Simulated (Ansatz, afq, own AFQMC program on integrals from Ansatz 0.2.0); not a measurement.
Integrals from Ansatz 0.2.0, then the random walk in our own AFQMC program (afq).

```yaml
crystal:
  periodic: [false, false, false]
  atoms:
    - {symbol: Si, position_ang: [-1.010212, 0.000000, 0.000000]}
    - {symbol: H, position_ang: [-1.505084, 1.399708, 0.000000]}
    - {symbol: H, position_ang: [-1.505083, -0.699854, 1.212183]}
    - {symbol: H, position_ang: [-1.505084, -0.699854, -1.212183]}
    - {symbol: H, position_ang: [0.474403, 0.000000, 0.000000]}
    - {symbol: F, position_ang: [1.707788, 0.000000, 0.000000]}
basis:
  gaussian: {orbitals: cc-pVTZ}
magnetization: {spin_polarized: true, initial_magnetization: 1}
correlation: {method: ccsd_t, electrons: outside_noble_gas, hamiltonian_folder: ham}
```

```sh
$ ansatz run in.yaml --threads 1 --pin off --events-out ev --progress --plain --max-ram 24576MiB --backend cuda --devices 0, --max-vram 18GiB
```

Options of the walk:

```
--method phaseless --trial cisd --walkers 600 --populations 10 --least-time 60 --time-step 0.005 --steps-per-block 50 --equilibration-blocks 28 --max-blocks 4000 --target-error 0.00023 --factor-cut 1e-05 --start spin_pure --seed 4106 --release-times 0.24,0.51,0.99,1.5 --release-step 0.03 --release-every 4 --taylor-order 6
```

Times are imaginary, in 1/Eh. The walk had a cap of 240 s. With eight or more populations the least sampling time is a fifth of least-time, and the error comes from their spread.

Output of the walk:

```
orbitals 114  electrons 8 7  factors 694 of 699
reference energy -390.63890469 Eh
CCSD correlation -0.42369467 Eh in 12 cycles, weight of the determinant in the CISD state 0.8597
energy of the start -391.060785 Eh
 block  time / (1/Eh)  mean weight  energy / Eh
     1     0.250  0.9996  -391.058502
     2     0.500  0.9997  -391.064004
     3     0.750  0.9996  -391.065250
     4     1.000  0.9986  -391.071999
     5     1.250  0.9998  -391.070565
     8     2.000  0.9993  -391.073316
    15     3.750  0.9991  -391.075452
    36     9.000  1.0004  -391.077372
    57    14.250  0.9997  -391.069371
    78    19.500  1.0020  -391.077729
    99    24.750  0.9998  -391.075185
   120    30.000  1.0003  -391.074353
   141    35.250  1.0020  -391.076214
   162    40.500  0.9995  -391.076401
   183    45.750  1.0009  -391.072273
   204    51.000  1.0008  -391.073303
   225    56.250  0.9979  -391.073872
   246    61.500  1.0010  -391.075920
   267    66.750  0.9989  -391.078610
   288    72.000  0.9997  -391.076644
   295    73.750  0.9997  -391.073155
error from the spread of 10 populations
released: time / (1/Eh)  energy / Eh  error  mean overlap
  0.24  -391.075011  0.000183  0.9949
  0.51  -391.075202  0.000187  0.9915
  0.99  -391.075433  0.000313  0.9790
  1.50  -391.075405  0.000377  0.9680
energy -391.074525 +/- 0.000189 Eh
(rows thinned)
```

The run passed its tests (sampling time, drift between the halves within three errors, error under three times the target), which doesn't prove that it has relaxed.

Against this walk (error 5.2 meV) on the same determinant: CCSD(T) 15.2 meV higher. The error is statistical and leaves out the bias of the constraint. Released to 1.50 1/Eh the energy lies 24 ± 11 meV (both errors) below the phaseless value, which shows part or all of the bias of the constraint, and CCSD(T) lies 39.1 meV above the released value.

Cautions: constraint bias not in the error.

The walk took 3.1 min on 1 × NVIDIA H100 80GB HBM3 with 2 threads of AMD EPYC 7R13 Processor (Zen 3), on a shared host (the card was shared). The log's last line is the phaseless energy.

A walk keeps the symmetry of its determinant, which the program's search chose and which needn't be the lowest solution, so a lower state of the same spin and another symmetry isn't excluded.
